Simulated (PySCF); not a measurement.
AlF₃, SMILES [F][Al]([F])[F].

Geometry: B3LYP-D3(BJ)/def2-TZVP. The isomer is the one that the SMILES or the coordinates give; other isomers of the formula were not compared.

Method: TDDFT-M06-2X/def2-SVPD (PySCF).

Vertical excitations; the highest root listed may be one member of a degenerate set. Gas-phase values at a fixed geometry. State labels are in the subgroup C2v.

```csv
state,symmetry,energy (eV),λ (nm),f,main pairs
S1,B1,9.06,137,0.000,HOMO→LUMO 91 %
S2,A2,9.50,131,0.000,HOMO−1→LUMO (degenerate set)
S3,B2,9.50,131,0.000,HOMO−2→LUMO (degenerate set)
S4,A1,9.87,126,0.074,HOMO−3→LUMO (degenerate set)
S5,B1,9.87,126,0.074,HOMO−4→LUMO (degenerate set)
S6,B2,10.27,121,0.178,HOMO−5→LUMO 91 %
S7,A2,10.32,120,0.000,HOMO→LUMO+1 97 %
S8,B1,10.77,115,0.009,"HOMO−6→LUMO, HOMO−1→LUMO+1 (degenerate set)"
S9,A1,10.77,115,0.009,"HOMO−7→LUMO, HOMO−2→LUMO+1 (degenerate set)"
S10,B2,10.99,113,0.000,HOMO−3→LUMO+1 96 %
T1,B1,8.81,141,0,HOMO→LUMO 88 %
T2,A2,9.14,136,0,HOMO−1→LUMO (degenerate set)
T3,B2,9.14,136,0,HOMO−2→LUMO (degenerate set)
T4,A1,9.44,131,0,HOMO−3→LUMO 85 %
```
Triplets are in the Tamm–Dancoff approximation, which puts them higher than full response would, so one can lie above its singlet here.
